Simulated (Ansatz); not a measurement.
# CH₄Si + NH₃: a complex and its separated parts, part 2 of 2

Ansatz 0.2.0, Gaussian basis.

## 14. wB97X-V/def2-TZVPP

The inputs:

parta/in.yaml

```yaml
crystal:
  periodic: [false, false, false]
  atoms:
    - {symbol: Si, position_ang: [-0.965775, -0.203350, 0.241698]}
    - {symbol: C, position_ang: [-0.514691, -1.562661, -0.671576]}
    - {symbol: H, position_ang: [-1.557655, 1.006311, -0.367700]}
    - {symbol: H, position_ang: [-0.797484, -0.136499, 1.708735]}
    - {symbol: H, position_ang: [-0.081251, -2.445479, -0.216242]}
    - {symbol: H, position_ang: [-0.641811, -1.602960, -1.747115]}
basis:
  gaussian: {orbitals: def2-TZVPP}
hamiltonian: {xc: {name: wB97X-V}}
```

partb/in.yaml

```yaml
crystal:
  periodic: [false, false, false]
  atoms:
    - {symbol: N, position_ang: [0.892986, 1.100772, 0.279060]}
    - {symbol: H, position_ang: [1.570863, 0.583395, -0.266892]}
    - {symbol: H, position_ang: [0.794923, 2.010747, -0.154056]}
    - {symbol: H, position_ang: [1.299994, 1.249627, 1.194190]}
basis:
  gaussian: {orbitals: def2-TZVPP}
hamiltonian: {xc: {name: wB97X-V}}
```

Each run has its own folder and the same command.

Launch:

```sh
$ ansatz run in.yaml --threads 2 --pin off --events-out ev --progress --plain --max-ram 4352MiB
```

Log of parta, shortened:

```text
Functional definition: wB97X-V
  name "wB97X-V"
  cite "Mardirossian & Head-Gordon, Phys. Chem. Chem. Phys. 16, 9904 (2014) doi:10.1039/C3CP54374A"
  cite "Becke, J. Chem. Phys. 107, 8554 (1997) doi:10.1063/1.475007"
  cite "Vydrov & Van Voorhis, J. Chem. Phys. 133, 244103 (2010) doi:10.1063/1.3521275"
[...]
      + integral(e_c_pw_opposite_spin*poly(b97_u_opposite, cos0, cos1)) + vv10(b, c)
707 factors; their error is unknown
175 factors; integrals over basis functions are off by at most 1.2e-5 eV
[...]
mean field -8977.04504159 eV, -329.9003204187 hartree, gradient 4.1e-5 eV, S^2 0.000000; 0 other end points of the search recorded, 0 dependent functions left out
reference -8977.04503983 eV, -329.9003203540 hartree; 12, 12 occupied and 117, 117 virtual orbitals, 707 factors
Total energy: -8977.04503983 eV, -329.9003203540 hartree
```

Log of partb, shortened:

```text
[... 5 set-up lines as earlier in the session ...]
[...]
      + integral(e_c_pw_opposite_spin*poly(b97_u_opposite, cos0, cos1)) + vv10(b, c)
332 factors; their error is unknown
93 factors; integrals over basis functions are off by at most 7.5e-6 eV
[...]
mean field -1539.14323393 eV, -56.5624705782 hartree, gradient 1.3e-5 eV, S^2 0.000000; 0 other end points of the search recorded, 0 dependent functions left out
reference -1539.14323283 eV, -56.5624705377 hartree; 5, 5 occupied and 68, 68 virtual orbitals, 332 factors
Total energy: -1539.14323283 eV, -56.5624705377 hartree
```

Times: 2.4 s (parta), 0.7 s (partb) on 2 threads of Arm Neoverse V2, shared host.

## 15. wB97M-V/def2-TZVPP

Each input of step 14 (parta, partb) changes in the same lines:

```diff
-hamiltonian: {xc: {name: wB97X-V}}
+hamiltonian: {xc: {name: wB97M-V}}
```

The same command starts each run, in its folder.

Launch:

```sh
$ ansatz run in.yaml --threads 2 --pin off --events-out ev --progress --plain --max-ram 4352MiB
```

Output in parta, shortened:

```text
Functional definition: wB97M-V
  name "wB97M-V"
  cite "Mardirossian & Head-Gordon, J. Chem. Phys. 144, 214110 (2016) doi:10.1063/1.4952647"
[... 2 set-up lines as earlier in the session ...]
  # Of w^i u^j: cxij and so on, Table III.
[...]
  gx(w, u) = 1 - cx + cx01*u + cx10*w
[...]
      + integral(e_c_pw_mod_opposite_spin*gos(b97_w_opposite, b97_u_opposite)) + vv10(b, c)
707 factors; their error is unknown
175 factors; integrals over basis functions are off by at most 1.2e-5 eV
[...]
mean field -8977.32649881 eV, -329.9106637807 hartree, gradient 2.4e-5 eV, S^2 0.000000; 0 other end points of the search recorded, 0 dependent functions left out
reference -8977.32654147 eV, -329.9106653485 hartree; 12, 12 occupied and 117, 117 virtual orbitals, 707 factors
Total energy: -8977.32654147 eV, -329.9106653485 hartree
```

Log of partb, shortened:

```text
[... 5 set-up lines as earlier in the session ...]
  # Of w^i u^j: cxij and so on, Table III.
[...]
  gx(w, u) = 1 - cx + cx01*u + cx10*w
[...]
      + integral(e_c_pw_mod_opposite_spin*gos(b97_w_opposite, b97_u_opposite)) + vv10(b, c)
332 factors; their error is unknown
93 factors; integrals over basis functions are off by at most 7.5e-6 eV
[...]
mean field -1538.84211531 eV, -56.5514046732 hartree, gradient 5.4e-5 eV, S^2 0.000000; 0 other end points of the search recorded, 0 dependent functions left out
reference -1538.84214219 eV, -56.5514056607 hartree; 5, 5 occupied and 68, 68 virtual orbitals, 332 factors
Total energy: -1538.84214219 eV, -56.5514056607 hartree
```

Wall times: 2.8 s (parta), 0.65 s (partb) on 2 threads of Arm Neoverse V2, shared host.

## 16. B2PLYP/def2-TZVPP

The same edit goes into each in.yaml of step 15 (parta, partb):

```diff
-hamiltonian: {xc: {name: wB97M-V}}
+hamiltonian: {xc: {name: B2PLYP}}
```

The same command starts each run, in its folder.

Launch:

```sh
$ ansatz run in.yaml --threads 2 --pin off --events-out ev --progress --plain --max-ram 4352MiB
```

Output in parta, shortened:

```text
Functional definition: B2PLYP
  name "B2PLYP"
  cite "Grimme, J. Chem. Phys. 124, 034108 (2006) doi:10.1063/1.2148954"
[... 2 set-up lines as earlier in the session ...]
[...]
733 factors; integrals over basis functions are off by at most 1.1e-3 eV
[...]
mean field -8971.69400327 eV, -329.7036733874 hartree, gradient 9.0e-6 eV, S^2 0.000000; 0 other end points of the search recorded, 0 dependent functions left out
6 core orbitals not correlated: weight in the atoms' cores, before any rotation towards them, 1.000 or more for the frozen orbitals, at most 0.000 for the correlated occupied ones
reference -8971.69414246 eV, -329.7036785029 hartree; 6, 6 occupied and 117, 117 virtual orbitals, 733 factors
second order -9.98382023 eV of doubles, -0.00000000 eV of singles
Total energy: -8974.38977393 eV, -329.8027411320 hartree
```

Output in partb, shortened:

```text
[... 5 set-up lines as earlier in the session ...]
[...]
416 factors; integrals over basis functions are off by at most 1.2e-3 eV
[...]
mean field -1536.38013874 eV, -56.4609287030 hartree, gradient 8.3e-6 eV, S^2 0.000000; 0 other end points of the search recorded, 0 dependent functions left out
1 core orbitals not correlated: weight in the atoms' cores, before any rotation towards them, 1.000 or more for the frozen orbitals, at most 0.000 for the correlated occupied ones
reference -1536.38022897 eV, -56.4609320186 hartree; 4, 4 occupied and 68, 68 virtual orbitals, 416 factors
second order -7.62100370 eV of doubles, -0.00000000 eV of singles
Total energy: -1538.43789997 eV, -56.5365500331 hartree
```

Wall times: 1.3 s (parta), 0.35 s (partb) on 2 threads of Arm Neoverse V2, shared host.

## 17. PBE-QIDH/def2-TZVPP

Each input of step 16 (parta, partb) changes in the same lines:

```diff
-hamiltonian: {xc: {name: B2PLYP}}
+hamiltonian: {xc: {name: PBE-QIDH}}
```

The same command starts each run, in its folder.

Launch:

```sh
$ ansatz run in.yaml --threads 2 --pin off --events-out ev --progress --plain --max-ram 4352MiB
```

Log of parta, shortened:

```text
Functional definition: PBE-QIDH
  name "PBE-QIDH"
  cite "Brémond, Sancho-García, Pérez-Jiménez & Adamo, J. Chem. Phys. 141, 031101 (2014) doi:10.1063/1.4890314"
[... 1 set-up line as earlier in the session ...]
[...]
733 factors; integrals over basis functions are off by at most 1.1e-3 eV
[...]
mean field -8968.32616596 eV, -329.5799076493 hartree, gradient 1.5e-6 eV, S^2 0.000000; 0 other end points of the search recorded, 0 dependent functions left out
6 core orbitals not correlated: weight in the atoms' cores, before any rotation towards them, 1.000 or more for the frozen orbitals, at most 0.000 for the correlated occupied ones
reference -8968.32617653 eV, -329.5799080377 hartree; 6, 6 occupied and 117, 117 virtual orbitals, 733 factors
second order -9.19432126 eV of doubles, -0.00000000 eV of singles
Total energy: -8971.39095028 eV, -329.6925363957 hartree
```

partb printed, shortened:

```text
[... 4 set-up lines as earlier in the session ...]
[...]
416 factors; integrals over basis functions are off by at most 1.2e-3 eV
[...]
mean field -1535.33274184 eV, -56.4224375768 hartree, gradient 2.1e-6 eV, S^2 0.000000; 0 other end points of the search recorded, 0 dependent functions left out
1 core orbitals not correlated: weight in the atoms' cores, before any rotation towards them, 1.000 or more for the frozen orbitals, at most 0.000 for the correlated occupied ones
reference -1535.33274861 eV, -56.4224378254 hartree; 4, 4 occupied and 68, 68 virtual orbitals, 416 factors
second order -7.10227853 eV of doubles, -0.00000000 eV of singles
Total energy: -1537.70017478 eV, -56.5094391327 hartree
```

They took 1.4 s (parta), 0.35 s (partb) on 2 threads of Arm Neoverse V2, shared host.

## 18. RPA on PBE/def2-TZVPP

The same edit goes into each in.yaml of step 17 (parta, partb):

```diff
-hamiltonian: {xc: {name: PBE-QIDH}}
+hamiltonian: {xc: pbe}
+correlation: {method: rpa}
```

Each run has its own folder and the same command.

Launch:

```sh
$ ansatz run in.yaml --threads 2 --pin off --events-out ev --progress --plain --max-ram 4352MiB
```

Output in parta, shortened:

```text
[... 4 set-up lines as earlier in the session ...]
[...]
733 factors; integrals over basis functions are off by at most 1.1e-3 eV
[...]
mean field -8973.03426650 eV, -329.7529271530 hartree, gradient 3.5e-6 eV, S^2 0.000000; 1 other end points of the search recorded, 0 dependent functions left out
6 core orbitals not correlated: weight in the atoms' cores, before any rotation towards them, 1.000 or more for the frozen orbitals, at most 0.000 for the correlated occupied ones
reference -8954.19405351 eV, -329.0605620957 hartree; 6, 6 occupied and 117, 117 virtual orbitals, 733 factors
Total energy: -8968.88945661 eV, -329.6006081989 hartree
```

partb printed, shortened:

```text
[... 4 set-up lines as earlier in the session ...]
[...]
416 factors; integrals over basis functions are off by at most 1.2e-3 eV
[...]
mean field -1537.73150172 eV, -56.5105903765 hartree, gradient 7.2e-6 eV, S^2 0.000000; 0 other end points of the search recorded, 0 dependent functions left out
1 core orbitals not correlated: weight in the atoms' cores, before any rotation towards them, 1.000 or more for the frozen orbitals, at most 0.000 for the correlated occupied ones
reference -1529.64070318 eV, -56.2132590141 hartree; 4, 4 occupied and 68, 68 virtual orbitals, 416 factors
Total energy: -1540.11755663 eV, -56.5982762768 hartree
```

They took 1.6 s (parta), 0.35 s (partb) on 2 threads of Arm Neoverse V2, shared host.

## 19. CCSD(T)/def2-TZVPP

The same edit goes into each in.yaml of step 18 (parta, partb):

```diff
-hamiltonian: {xc: pbe}
-correlation: {method: rpa}
+correlation: {method: ccsd_t}
```

Each run has its own folder and the same command.

Launch:

```sh
$ ansatz run in.yaml --threads 2 --pin off --events-out ev --progress --plain --max-ram 4352MiB
```

Log of parta, shortened:

```text
Functional definition: HF
  name "HF"
  cite "Fock, Z. Phys. 61, 126 (1930) doi:10.1007/BF01340294"
[... 1 set-up line as earlier in the session ...]
[...]
733 factors; integrals over basis functions are off by at most 1.1e-3 eV
[...]
mean field -8954.88490885 eV, -329.0859505611 hartree, gradient 7.0e-6 eV, S^2 0.000000; 0 other end points of the search recorded, 0 dependent functions left out; unrestricted orbitals would lower it
[...]
reference -8954.88490885 eV, -329.0859505611 hartree; 6, 6 occupied and 117, 117 virtual orbitals, 733 factors
second order -8.04388411 eV of doubles, -0.00000000 eV of singles
cycle   1  -8.52566866 eV  change   -4.8e-1 eV  update   7.4e-2
[...]
cycle  10  -8.86216229 eV  change    2.9e-6 eV  update   3.4e-6
perturbative correction -0.39112447 eV, -0.0143735591 hartree
Total energy: -8964.13819560 eV, -329.4260025773 hartree
```

Output in partb, shortened:

```text
[... 4 set-up lines as earlier in the session ...]
[...]
416 factors; integrals over basis functions are off by at most 1.2e-3 eV
[...]
mean field -1529.85253832 eV, -56.2210438119 hartree, gradient 4.0e-6 eV, S^2 0.000000; 0 other end points of the search recorded, 0 dependent functions left out
1 core orbitals not correlated: weight in the atoms' cores, before any rotation towards them, 1.000 or more for the frozen orbitals, at most 0.000 for the correlated occupied ones
reference -1529.85253832 eV, -56.2210438119 hartree; 4, 4 occupied and 68, 68 virtual orbitals, 416 factors
second order -6.38827029 eV of doubles, -0.00000000 eV of singles
cycle   1  -6.57733041 eV  change   -1.9e-1 eV  update   3.9e-2
[...]
cycle   9  -6.72921807 eV  change    3.2e-6 eV  update   2.3e-6
perturbative correction -0.20701748 eV, -0.0076077522 hartree
Total energy: -1536.78877387 eV, -56.4759457669 hartree
```

They took 3.4 s (parta), 0.4 s (partb) on 2 threads of Arm Neoverse V2, shared host; peak memory 0.58 GiB.

## 20. Vibrations of CH₄Si

The input, vib-parta/in.yaml:

```yaml
crystal:
  periodic: [false, false, false]
  atoms:
    - {symbol: Si, position_ang: [-0.965775, -0.203350, 0.241698]}
    - {symbol: C, position_ang: [-0.514691, -1.562661, -0.671576]}
    - {symbol: H, position_ang: [-1.557655, 1.006311, -0.367700]}
    - {symbol: H, position_ang: [-0.797484, -0.136499, 1.708735]}
    - {symbol: H, position_ang: [-0.081251, -2.445479, -0.216242]}
    - {symbol: H, position_ang: [-0.641811, -1.602960, -1.747115]}
basis:
  gaussian: {orbitals: def2-TZVP}
hamiltonian: {xc: pbe0, dispersion: d4}
phonons: {temperatures: {t_min: 298.15, t_max: 900, t_step: 200}}
```

Launch:

```sh
$ ansatz run in.yaml --threads 2 --pin off --events-out ev --progress --plain --max-ram 4352MiB
```

Output, shortened:

```text
[... 5 set-up lines as earlier in the session ...]
[...]
624 factors; their error is unknown
[...]
mean field -8973.90131198 eV, -329.7847904866 hartree, gradient 3.9e-5 eV, S^2 0.000000; 0 other end points of the search recorded, 0 dependent functions left out
[...]
Atom 3 at    -0.797484    -0.136499     1.708735 Å, force    -0.000014     0.000074    -0.000289 eV/Å
Atom 4 at    -0.081251    -2.445479    -0.216242 Å, force     0.000103    -0.000325     0.000304 eV/Å
Atom 5 at    -0.641811    -1.602960    -1.747115 Å, force    -0.000025     0.000138    -0.000425 eV/Å
Dipole moment:    -0.041585     0.125305     0.084189 e Å
Vibrations: 471.35 478.71 731.52 775.69 823.79 934.48 1006.60 1386.78 2265.62 2286.25 3168.01 3260.34 cm⁻¹, zero-point energy 1.090389 eV
```

Run time: 18 s. Hardware: 2 threads of Arm Neoverse V2, shared host.

Wavenumbers and character of the modes:

```csv
mode,wavenumber (cm⁻¹),character
1,471,bend
2,479,torsion with out-of-plane bend
3,732,torsion
4,776,torsion with out-of-plane bend
5,824,bend
6,934,bend
7,1007,Si–C stretch
8,1387,bend
9,2266,Si–H stretch
10,2286,Si–H stretch
11,3168,C–H stretch
12,3260,C–H stretch
```

Vibrational sums (real modes only):

```csv
T (K),entropy (J/mol/K),heat capacity (J/mol/K)
298,9.9,23.6
498,27.1,43.6
698,44.0,56.4
898,59.4,65.7
```

## 21. Vibrations of NH₃

The input, vib-partb/in.yaml:

```yaml
crystal:
  periodic: [false, false, false]
  atoms:
    - {symbol: N, position_ang: [0.892986, 1.100772, 0.279060]}
    - {symbol: H, position_ang: [1.570863, 0.583395, -0.266892]}
    - {symbol: H, position_ang: [0.794923, 2.010747, -0.154056]}
    - {symbol: H, position_ang: [1.299994, 1.249627, 1.194190]}
basis:
  gaussian: {orbitals: def2-TZVP}
hamiltonian: {xc: pbe0, dispersion: d4}
phonons: {temperatures: {t_min: 298.15, t_max: 900, t_step: 200}}
```

Launch:

```sh
$ ansatz run in.yaml --threads 2 --pin off --events-out ev --progress --plain --max-ram 4352MiB
```

Output, shortened:

```text
[... 5 set-up lines as earlier in the session ...]
[...]
287 factors; their error is unknown
[...]
mean field -1537.79931147 eV, -56.5130823389 hartree, gradient 1.3e-5 eV, S^2 0.000000; 0 other end points of the search recorded, 0 dependent functions left out
[...]
Atom 1 at     1.570863     0.583395    -0.266892 Å, force     0.000406    -0.000660    -0.000883 eV/Å
Atom 2 at     0.794923     2.010747    -0.154056 Å, force    -0.000239     0.000854    -0.000432 eV/Å
Atom 3 at     1.299994     1.249627     1.194190 Å, force    -0.000114     0.000213     0.000818 eV/Å
Dipole moment:     0.308681     0.169377    -0.020006 e Å
Vibrations: 1031.06 1669.51 1669.57 3502.49 3631.54 3631.62 cm⁻¹, zero-point energy 0.938299 eV
```

Run time: 3.3 s. Hardware: 2 threads of Arm Neoverse V2, shared host.

Wavenumbers and character of the modes:

```csv
mode,wavenumber (cm⁻¹),character
1,1031,bend
2,1670,bend
3,1670,bend
4,3502,N–H stretch
5,3632,N–H stretch
6,3632,N–H stretch
```

Vibrational sums (real modes only):

```csv
T (K),entropy (J/mol/K),heat capacity (J/mol/K)
298,0.4,1.8
498,2.6,7.4
698,6.0,13.4
898,10.0,18.8
```

## 22. Complex less separated parts

The complex's own energies come from single points at the same levels.

Rows are in def2-TZVPP; times add the 3 runs of a level on a shared host, so small differences are noise.

Differences are taken before rounding.

```csv
method,rung,complex less parts (kJ/mol),from CCSD(T) (kJ/mol),time
SPW92,LDA,-73.6,-40.5,1.5 s
PBE-D4,GGA,-47.3,-14.3,2.7 s
BLYP-D4,GGA,-32.7,+0.3,2.6 s
r2SCAN-D4,meta-GGA,-45.7,-12.7,5.5 s
B97M-V,meta-GGA,-43.2,-10.2,12 s
PBE0-D4,hybrid,-50.6,-17.5,3.2 s
B3LYP-D4,hybrid,-37.5,-4.5,3.1 s
r2SCAN0-D4,hybrid,-49.9,-16.9,5.8 s
BHLYP-D4,hybrid,-42.8,-9.7,3 s
CAM-B3LYP-D4,range-separated hybrid,-43.0,-9.9,3.6 s
wB97X-V,range-separated hybrid,-47.1,-14.1,9.1 s
wB97M-V,range-separated hybrid,-46.4,-13.4,10 s
B2PLYP,double hybrid,-33.1,0.0,5.5 s
PBE-QIDH,double hybrid,-48.8,-15.8,5.9 s
RPA on PBE,RPA,-23.7,+9.3,6.9 s
Hartree-Fock,wavefunction,-22.9,+10.2,
MP2,wavefunction,-42.6,-9.5,
CCSD,wavefunction,-32.2,+0.9,
CCSD(T),wavefunction,-33.1,0,45 s
```

Among the levels timed on like hardware and quicker than the yardstick, those that no quicker one beats, quickest first: SPW92 (1.5 s, -40.5 kJ/mol); BLYP-D4 (2.6 s, +0.3 kJ/mol); B2PLYP (5.5 s, 0.0 kJ/mol).

For cost: B2PLYP gets within 0.0 kJ/mol in 5.5 s, where CCSD(T) took 45 s; the quickest level in the cost chart, SPW92, takes 1.5 s and misses by 40.5 kJ/mol.

The complex's zero-point energy, from a separate PBE0-D4 run, is 2.147 eV.

## 23. Summary of results

The summary covers parts 1 to 2.

```
                              quantity         value
complex less parts, CCSD(T)/def2-TZVPP  -33.1 kJ/mol
                with zero-point energy  -21.7 kJ/mol
                 largest T1 diagnostic         0.015
```

**Reading.** At CCSD(T) the complex lies 33.1 kJ/mol below its parts. B2PLYP is the best functional here (0.0 kJ/mol from CCSD(T)); SPW92 is the worst (-40.5 kJ/mol). By rung, the mean size of the error is: LDA 40.5, GGA 7.3, meta-GGA 11.4, hybrid 12.1, range-separated hybrid 12.5, double hybrid 7.9 kJ/mol. PBE-D4 gives a relative energy 14.3 kJ/mol too low, outside chemical accuracy (1 kcal/mol, 4.2 kJ/mol). The complex's frequency run has imaginary modes: the structure is no minimum, so both the energy and the zero-point correction are in doubt. No counterpoise was applied, and triple zeta lacks some correlation, so the CCSD(T) reference has a basis error of its own, and close matches with it are partly luck. The restricted Hartree–Fock reference is unstable towards an unrestricted one at one or more of these structures.
